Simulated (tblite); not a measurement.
A tight-binding relaxation on `[BH3-][PH3+]`.

Computed with GFN2-xTB geometry optimisation, gas phase (tblite 0.8.0). Start geometry: from a force field or distance geometry. A driver script takes a list of jobs; this job's settings line and coordinates (Å) are shown.

Command:
```bash
OMP_NUM_THREADS=1 python probes_run.py task.json out
```

Input:
```
{"job": {"kind": "relax", "xc": "GFN2-xTB", "basis": "xTB"}, "charge": 0, "multiplicity": 1}
B     -0.973900    -0.066600    -0.019900
P      0.896200     0.032700     0.029900
H     -1.375200     0.579700     0.889800
H     -1.334500     0.356600    -1.093000
H     -1.408200    -1.158400     0.118600
H      1.411300     0.134700     1.334500
H      1.513100    -1.065900    -0.609800
H      1.280300     1.196600    -0.674700
```

Question: What does the run print?

Answer: 
```
step      E/eV     max force
  0    -184.54515    1.134
  1    -184.62126    0.930
  2    -184.86812    0.723
  3    -184.88804    0.428
  4    -184.90118    0.256
  5    -184.90636    0.257
  6    -184.91960    0.335
  7    -184.92690    0.308
  8    -184.93203    0.181
  9    -184.93404    0.104
... (23 lines left out)
 33    -184.96913    0.076
 34    -184.96961    0.061
 35    -184.97001    0.052
 36    -184.97027    0.042
 37    -184.97038    0.022
 38    -184.97041    0.012
 39    -184.97042    0.014
 40    -184.97044    0.019
 41    -184.97045    0.014
 42    -184.97046    0.005
```

«max force» is the largest atomic force in eV/Å.

Question: From which step on does the largest force stay under 0.1 eV/Å, and how much energy is left to gain from there?

Answer: From step 29 (0.077 eV/Å), 2.7 meV above the end.

Main results: energy lowered by 9.8 kcal/mol over 42 steps; largest atomic force 0.005 eV/Å at the end.

Question: Give the final coordinates.

Answer: 0.257 Å rms from the input after alignment:
```
atom  x, y, z in Å
B1    -1.1020   -0.0583   -0.0192
P2     0.8012    0.0441    0.0084
H3    -1.4620    0.8045    0.7189
H4    -1.3990    0.1287   -1.1576
H5    -1.3518   -1.1568    0.3678
H6     1.5009   -0.1279    1.1930
H7     1.5685   -0.8274   -0.7496
H8     1.4533    1.2025   -0.3862
```

The run took under 0.1 s of wall time on an Intel Xeon Platinum 8488C with one thread, no GPU, shared host with 96 logical CPUs at a one-minute load of 36.
Labels such as C1 count atoms from 1, the log's own numbers from 0.
